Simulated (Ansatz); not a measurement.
Start from `C/N=C/O` and change one atom or group to get `N=CO`.

Ansatz, PBE0-D4/def2-TZVP geometries, multiplicity 1. Each molecule was computed in one conformer, which needn't be the lowest.

```tsv
property	`C/N=C/O`
LUMO energy (PBE/def2-TZVPP) / eV	-0.55
HOMO energy (PBE/def2-TZVPP) / eV	-6.19
LUMO energy (PBE0/def2-TZVPP) / eV	0.56
size of the dipole moment (PBE/def2-TZVPP) / D	0.63
HOMO–LUMO gap (PBE/def2-TZVPP) / eV	5.65
LUMO energy (B3LYP/def2-TZVPP) / eV	0.27
```

Q: What does the change do to each property? (Best estimate.)

A: The calculation gave: 
```json
{"property": "LUMO energy (PBE/def2-TZVPP) / eV", "`N=CO`": "-0.68", "shift": "-0.13"}
{"property": "HOMO energy (PBE/def2-TZVPP) / eV", "`N=CO`": "-6.69", "shift": "-0.50"}
{"property": "LUMO energy (PBE0/def2-TZVPP) / eV", "`N=CO`": "0.45", "shift": "-0.11"}
{"property": "size of the dipole moment (PBE/def2-TZVPP) / D", "`N=CO`": "0.90", "shift": "0.27"}
{"property": "HOMO–LUMO gap (PBE/def2-TZVPP) / eV", "`N=CO`": "6.00", "shift": "0.35"}
{"property": "LUMO energy (B3LYP/def2-TZVPP) / eV", "`N=CO`": "0.14", "shift": "-0.13"}
```

With PBE0 the HOMO falls by 0.58 eV and the LUMO falls by 0.11 eV, so the gap widens by about 0.47 eV. PBE moves the HOMO by -0.50 eV and ωB97M-V by -0.63 eV. The zero-point energy changes by -72.9 kJ/mol with -9 modes. Dipoles are sizes alone; their direction can turn.

B3LYP here is the variant with VWN-RPA as its local correlation; programs differ in this.
